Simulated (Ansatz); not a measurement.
```yaml
crystal:
  periodic: [false, false, false]
  atoms:
    - {symbol: B, position_ang: [-0.845869, 0.005412, 0.007299]}
    - {symbol: C, position_ang: [0.719272, -0.013423, -0.006314]}
    - {symbol: H, position_ang: [-1.403394, 1.034433, 0.024520]}
    - {symbol: H, position_ang: [-1.469404, -0.984233, 0.000656]}
    - {symbol: H, position_ang: [1.167938, -1.002867, -0.022124]}
    - {symbol: H, position_ang: [1.110701, 0.516814, 0.861849]}
    - {symbol: H, position_ang: [1.095907, 0.537747, -0.867958]}
basis:
  gaussian: {orbitals: def2-TZVP}
hamiltonian: {xc: pbe0}
relax: {f_tol: 0.004, max_steps: 80}
```

```sh
$ ansatz run in.yaml --threads 1 --pin off --events-out ev --progress --plain --max-ram 2176MiB
```

Steps of the relaxation (energy above the last step; positions in Å, forces in eV/Å):

```
7
step 1, 27.7 meV
B    -0.846    0.005    0.007    1.071    0.009   -0.009
C     0.719   -0.013   -0.006   -0.396   -0.305    0.000
H    -1.403    1.034    0.025   -0.375    0.601    0.010
H    -1.469   -0.984    0.001   -0.422   -0.567   -0.003
H     1.168   -1.003   -0.022    0.039   -0.156   -0.002
H     1.111    0.517    0.862    0.043    0.207    0.175
H     1.096    0.538   -0.868    0.040    0.211   -0.171
```

```
7
step 2, 3.5 meV
B    -0.836    0.004    0.007    0.408   -0.011   -0.004
C     0.722   -0.021   -0.006   -0.173   -0.135    0.000
H    -1.404    1.049    0.025   -0.118    0.179    0.003
H    -1.480   -0.995    0.001   -0.148   -0.161   -0.001
H     1.176   -1.012   -0.022    0.006   -0.015    0.000
H     1.106    0.524    0.863    0.013    0.071    0.048
H     1.091    0.545   -0.869    0.013    0.072   -0.046
```

```
7
step 3, 0.0 meV
B    -0.829    0.001    0.007    0.010   -0.004    0.000
C     0.723   -0.026   -0.006   -0.015   -0.015    0.000
H    -1.401    1.054    0.025    0.000    0.003    0.000
H    -1.491   -0.998    0.001    0.000    0.005    0.000
H     1.183   -1.014   -0.022    0.005    0.010    0.000
H     1.102    0.529    0.862    0.000    0.001   -0.003
H     1.087    0.549   -0.868    0.000    0.001    0.003
```

```
7
step 4, 0.0 meV
B    -0.828    0.000    0.007   -0.003   -0.001    0.000
C     0.722   -0.027   -0.007   -0.002   -0.003    0.000
H    -1.400    1.055    0.025    0.003   -0.002    0.000
H    -1.492   -0.998    0.001    0.001    0.003    0.000
H     1.185   -1.014   -0.022    0.001    0.002    0.000
H     1.101    0.529    0.862    0.000    0.001    0.000
H     1.086    0.550   -0.867    0.000    0.001    0.000
```

Close pairs at the end: C2–H5 1.090 Å, C2–H7 1.098 Å, C2–H6 1.098 Å, B1–H4 1.198 Å, B1–H3 1.200 Å, B1–C2 1.551 Å.

A stationary point of restricted PBE0 after 4 steps (its stability towards spin polarisation wasn't tested); no frequencies were run, so it isn't proven a minimum. 8 s on 1 thread of AMD EPYC 7R43, shared host.
